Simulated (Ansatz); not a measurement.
# Match the barriers

Saddle point of CH₇OSi, doublet (CH₆OSi ([CH3][O][SiH3]) + H → CH₅OSi ([CH2][O][SiH3]) + H₂; bonds formed: H1–H5; bonds broken: H1–C2), PBE0-D4/def2-TZVP structure:

```csv
atom,x (Å),y (Å),z (Å)
H1,-0.2762,0.7527,-1.4877
C2,0.2138,-0.4204,-1.1302
O3,-0.3708,-0.8259,0.0428
Si4,-0.0942,-0.1036,1.5053
H5,-0.6553,1.6213,-1.7053
H6,-0.0625,-1.0735,-1.9570
H7,1.2904,-0.2335,-1.0653
H8,-0.6890,1.2575,1.5440
H9,1.3719,0.0052,1.7384
H10,-0.7281,-0.9797,2.5150
```

Program: Ansatz 0.2.0. Basis: def2-TZVPP, with def2-QZVPP for the basis limit. Cores are frozen in the correlated methods; orbitals are unrestricted. Extrapolation: Hartree–Fock as exp(−7.88 √X), correlation as X^−2.97. Four methods, as single points on the PBE0-D4 structures, gave these electronic barriers from the start structure: 5.3, 11.7, 45.1, 86.3 kJ/mol.

Problem. The methods were, in alphabetical order, BLYP-D4, CCSD(T), HF, r2SCAN-D4. Which gave which? (Judge from chemistry; the calculation decides.)

Solution. Computed: BLYP-D4 5.3; r2SCAN-D4 11.7; CCSD(T) 45.1; HF 86.3 kJ/mol. For comparison, CCSD(T) at an estimated basis limit (MP2 extrapolated from triple and quadruple zeta, plus CCSD(T) − MP2 in triple zeta) gives 43.8 kJ/mol.

The T1 diagnostic stays at or below 0.016. ⟨S²⟩ of the unrestricted Hartree–Fock references: 0.75 to 0.79 (a pure state has 0.75).

Radical steps of this kind take place in plasma deposition and etching.

Labels in which every atom is bracketed show which atoms are joined, not bond orders.

For scale, one of the runs: CCSD(T)/def2-TZVPP, 202 basis functions, launched by `ansatz run in.yaml --threads 4 --pin off --events-out ev --progress --plain --max-ram 9574MiB`. Hardware: 4 CPU threads of an Arm Neoverse V1, shared host. Wall time 2.2 min; peak host memory 6.5 GiB.
